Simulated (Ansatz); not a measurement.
Which is lower?

Two relaxed structures of AlSiH4S (charge +1), singlet (PBE0-D4/def2-TZVP; forces vanish, vibrations not checked).

A:

```json
{"atom": "Al1", "x (Å)": "-1.5347", "y (Å)": "0.0080", "z (Å)": "-0.6212"}
{"atom": "S2", "x (Å)": "1.3232", "y (Å)": "0.0759", "z (Å)": "0.6903"}
{"atom": "Si3", "x (Å)": "-0.4248", "y (Å)": "0.9497", "z (Å)": "1.5550"}
{"atom": "H4", "x (Å)": "-0.4861", "y (Å)": "-0.7405", "z (Å)": "-1.5461"}
{"atom": "H5", "x (Å)": "-3.0706", "y (Å)": "0.2573", "z (Å)": "-0.8090"}
{"atom": "H6", "x (Å)": "2.5643", "y (Å)": "0.0915", "z (Å)": "1.2253"}
{"atom": "H7", "x (Å)": "1.5228", "y (Å)": "-0.6043", "z (Å)": "-0.4690"}
```

B:

```
atom    x (Å)    y (Å)    z (Å)
 Al1  -1.5958  -0.0075  -0.6737
  S2  -0.3749   0.7206   1.1589
 Si3   1.4513   0.0442   0.6817
  H4  -0.6711  -0.7737  -1.6803
  H5  -3.0920   0.4102  -0.5413
  H6   2.5587   0.3069   1.6159
  H7   1.7238  -0.7006  -0.5614
```

Computed with Ansatz 0.2.0 (basis: def2-TZVPP); correlated methods freeze the cores. B3LYP uses VWN-RPA correlation.

Question: Which structure is lower at CCSD(T), and by how much? (Judge from chemistry; the value comes from the calculation.)

Answer: Computed: B, by 250.2 kJ/mol (electronic energy, against the other). By their contacts, A is AlSiH₄S ([AlH2][Si][SH2]), total charge +1 and B is AlSiH₄S ([AlH2][S][SiH2]), total charge +1.

All methods give the same order:

| method | E(B) − E(A) (kJ/mol) |
| --- | --- |
| PBE-D4 | -219.4 |
| r2SCAN-D4 | -248.0 |
| PBE0-D4 | -234.6 |
| B3LYP-D4 | -242.2 |
| wB97M-V | -245.5 |
| HF | -284.4 |
| MP2 | -269.4 |
| CCSD | -253.5 |
| CCSD(T) | -250.2 |

T1 diagnostic: at most 0.016. The restricted Hartree–Fock reference is unstable towards an unrestricted one at one or more of these structures.

Labels in which every atom is bracketed show which atoms are joined, not bond orders.

For scale, one of the runs: CCSD(T)/def2-TZVPP, 182 basis functions, launched by `ansatz run in.yaml --threads 2 --pin off --events-out ev --progress --plain --max-ram 4352MiB`. The run took 30 s on 2 CPU threads of an Intel Xeon Platinum 8259CL (shared host), with 1.5 GiB of host memory at its peak.
